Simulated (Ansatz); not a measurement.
This geometry of CH₄BO (7 atoms, charge 1, multiplicity 1) is a first-order saddle point.

These are results of Ansatz, RKS PBE0-D4/def2-TZVP, not measurements.

```xyz
7
Properties=species:S:1:pos:R:3
B -1.065 -0.071 -0.203
C 0.369 0.388 0.124
O 1.279 -0.399 0.508
H -1.348 -0.263 -1.347
H -1.844 -0.184 0.693
H 0.631 1.460 0.124
H 1.978 -0.931 0.100
```

**Question.** Which two structures does it join? (They come from a converged band through this point; their orientation in space is the band's.)

**Answer.** No bond is made or broken. The dihedral B1–C2–O3–H7 goes from 0 to -180°.

First end point:

```xyz
7
Properties=species:S:1:pos:R:3
B -0.981 -0.105 -0.217
C 0.432 0.438 0.115
O 1.515 -0.172 0.319
H -1.278 -0.218 -1.366
H -1.722 -0.321 0.690
H 0.559 1.526 0.196
H 1.475 -1.147 0.263
```

Last end point:

```xyz
7
Properties=species:S:1:pos:R:3
B -1.114 -0.073 -0.245
C 0.371 0.218 0.091
O 1.217 -0.705 0.228
H -1.433 -0.089 -1.393
H -1.877 -0.190 0.662
H 0.710 1.256 0.217
H 2.127 -0.416 0.440
```

**Question.** How far does it lie above each of them?

**Answer.** 21.9 kcal/mol above the first and 22.9 kcal/mol above the second. This is the barrier of this one path; another mechanism may lie lower. Limits of this set-up: the dipole of an ion depends on the origin.

The run took 84 s on 2 threads of Arm Neoverse V1, with other jobs on the host, peak memory 0.17 GiB.
